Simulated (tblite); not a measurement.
C₆H₁₁ (doublet state).
Z-matrix (Å and degrees, GFN2-xTB geometry), rows numbered from 1:
```
C 
C   1  1.4562
C   2  1.5608  1  115.24
C   3  1.5361  2   90.88  1   111.06
C   4  1.5180  3  116.07  2   125.13
C   4  1.5360  3   89.77  2     5.97
H   1  1.0721  2  121.82  3   131.80
H   1  1.0738  2  119.81  3   -49.06
H   2  1.0907  1  110.67  3  -130.07
H   3  1.0877  2  112.58  1  -133.02
H   3  1.0876  2  114.32  1    -7.73
H   4  1.0919  3  112.25  2  -108.06
H   5  1.0885  4  110.42  3  -171.42
H   5  1.0884  4  110.41  3    68.61
H   5  1.0882  4  110.57  3   -51.40
H   6  1.0877  2  112.53  1   132.90
H   6  1.0876  2  114.30  1     7.65
```

Computed values, GFN2-xTB/tblite, gas phase, harmonic and unscaled. This tight-binding method is rough: wavenumbers can miss measured ones by several per cent, in bad cases by 10 to 20. One conformer, not necessarily the lowest. Open shells enter through the occupations alone, without spin polarisation, and single modes of such species can be off by tens of per cent.

Problem. How many normal modes are there?

Solution. 17 atoms, non-linear: 3N − 6 = 45.

Problem. What is the point group of the computed structure, and how do the modes divide by symmetry?

Solution. Cs. The vibrations span 27 a′ + 18 a″.

Problem. How many distinct wavenumbers does the calculation give?

Solution. 45: Cs has no degenerate species.

Problem. How many fundamentals are allowed in the infrared by symmetry?

Solution. 45 of 45: in Cs every mode is allowed. All fundamentals are allowed in the Raman spectrum.
